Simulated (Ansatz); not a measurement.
## C2H3O, SMILES C[C]=O: a rigid scan of one bond length

Computed with Ansatz's Python interface.

`scan.py`:
```python
# -*- coding: utf-8 -*-
"""Stretching a bond of C2H3O, the rest held rigid."""

import ansatz as az
import numpy as np

config = {
    "basis": "def2-SVP",
    "functional": "r2scan",
}

GEOMETRY = """
C    -0.15001    0.36235   -0.24690
C    -0.08135   -0.91669    0.49345
O     0.80046   -1.47634    1.06394
H    -0.92696    0.97913    0.20158
H     0.80262    0.90166   -0.23950
H    -0.44476    0.14989   -1.27257
"""

system = az.Crystal.molecule()
for line in GEOMETRY.strip().splitlines():
    symbol, *xyz = line.split()
    system = system.atom(symbol, [float(v) for v in xyz])

symbols = [site.symbol for site in system.cartesian_sites]
start = np.array([site.position_ang for site in system.cartesian_sites])
axis = (start[3] - start[0]) / np.linalg.norm(start[3] - start[0])
moving = [3]
lengths, energies = [0.93, 1.0, 1.09, 1.2, 1.36, 1.63, 1.96, 2.4], []
for length in lengths:
    xyz = start.copy()
    xyz[moving] += (length - np.linalg.norm(start[3] - start[0])) * axis
    point = az.Crystal.molecule()
    for symbol, place in zip(symbols, xyz):
        point = point.atom(symbol, place.tolist())
    model = (
        point.calculation()
        .basis(gaussian=config["basis"])
        .functional(config["functional"])
        .spin("collinear", total=1)
    )
    report = model.run(threads=1).report
    energies.append(report["free_energy_ev"])
    print(f"r = {length:6.3f} A  E = {energies[-1]:.5f} eV  <S^2> = {abs(report['mean_field']['state']['spin_squared']):.3f}")

print("energy above the lowest point (eV):", [round(e - min(energies), 3) for e in energies])
```

```console
$ python scan.py
r =  0.930 A  E = -4162.04481 eV  <S^2> = 0.753
r =  1.000 A  E = -4162.52741 eV  <S^2> = 0.753
r =  1.090 A  E = -4162.73258 eV  <S^2> = 0.753
r =  1.200 A  E = -4162.59730 eV  <S^2> = 0.753
r =  1.360 A  E = -4162.02463 eV  <S^2> = 0.753
r =  1.630 A  E = -4160.77033 eV  <S^2> = 0.754
r =  1.960 A  E = -4159.37449 eV  <S^2> = 0.879
r =  2.400 A  E = -4158.64250 eV  <S^2> = 1.015
energy above the lowest point (eV): [0.688, 0.205, 0.0, 0.135, 0.708, 1.962, 3.358, 4.09]
```

Notes:
- Total energies depend on the basis set; only differences at equal settings carry meaning.
- The rest of the molecule is held rigid at a force-field or estimated start geometry, and the basis set is modest; single-reference methods fail as a bond breaks.
- The species is open-shell (spin multiplicity 2).
- The expectation value of S² is noticeably off S(S+1) in at least one run, so that state is spin-contaminated.
- Hardware and time: 27 s on 1 thread of Intel(R) Xeon(R) Processor @ 2.30GHz, on a shared host, peak memory 0.26 GiB.
